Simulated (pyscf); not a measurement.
## Addition across a multiple bond or ene-type step: `[O]=[Ta]([F])([F])[F]` + `[H][H]` -> `[OH][TaH]([F])([F])[F]`

Gas phase, singlet surface, charge 0. Bonds broken: H6–H7. Bonds formed: O1–H6, Ta2–H7. Optimised with ωB97X-D3(BJ)/def2-SVP in PySCF.

Transition state (Å):

```xyz
7

O     -0.1190    -0.1818     1.5042
Ta    -0.1419    -0.3019    -0.2931
F      1.0373     0.9393    -1.0819
F     -1.6727     0.4790    -1.0313
F      0.7963    -1.7962    -0.9144
H     -0.9170    -1.0463     1.3117
H     -1.3898    -1.6083     0.3965
```

One imaginary mode, 1460i cm⁻¹; descent along it reached the two sides named.

```
bond    change  reactant side (Å)  saddle  product side
------  ------  -----------------  ------  ------------
H6–H7   breaks              0.762   1.173           3.9
O1–H6    forms              2.554   1.192         0.960
Ta2–H7   forms                2.7   1.934         1.746
```

Electronic energies relative to the separated reactants (kJ/mol):

```json
[
 {"level": "ωB97X-D3(BJ)/def2-TZVP", "barrier": "113.3", "reaction energy": "-0.8", "reverse barrier": "114.2"},
 {"level": "PBE/def2-TZVP", "barrier": "104.4", "reaction energy": "+17.3", "reverse barrier": "87.1"},
 {"level": "r²SCAN/def2-TZVP", "barrier": "105.0", "reaction energy": "+7.2", "reverse barrier": "97.8"},
 {"level": "B3LYP-D3(BJ)/def2-TZVP", "barrier": "118.3", "reaction energy": "+5.5", "reverse barrier": "112.8"},
 {"level": "PBE0-D3(BJ)/def2-TZVP", "barrier": "103.0", "reaction energy": "-2.0", "reverse barrier": "105.0"},
 {"level": "M06-2X/def2-TZVP", "barrier": "119.1", "reaction energy": "-4.5", "reverse barrier": "123.6"},
 {"level": "ωB97M-D3(BJ)/def2-TZVP", "barrier": "115.7", "reaction energy": "-0.5", "reverse barrier": "116.3"}
]
```

With ωB97M-D3(BJ)/def2-TZVP energies and thermal terms (ideal gas, 1 atm, RRHO with modes under 100 cm⁻¹ raised to 100, one conformer, R ln 2 for chiral ones without a mode under 150 cm⁻¹), in kJ/mol:

| T (K) | ΔH‡ | ΔG‡ | ΔH | ΔG |
|---|---|---|---|---|
| 298 | 119.4 | 153.2 | +15.3 | +47.2 |
| 600 | 115.2 | 189.4 | +14.4 | +80.2 |
| 900 | 114.2 | 226.8 | +15.7 | +112.9 |
| 1200 | 114.8 | 264.2 | +17.9 | +144.9 |

At the saddle there is also a short H–Ta contact that neither side keeps. This is the saddle that the search found; another between the same sides may lie lower. Elements past Kr carry the def2 core potentials, without spin-orbit coupling.
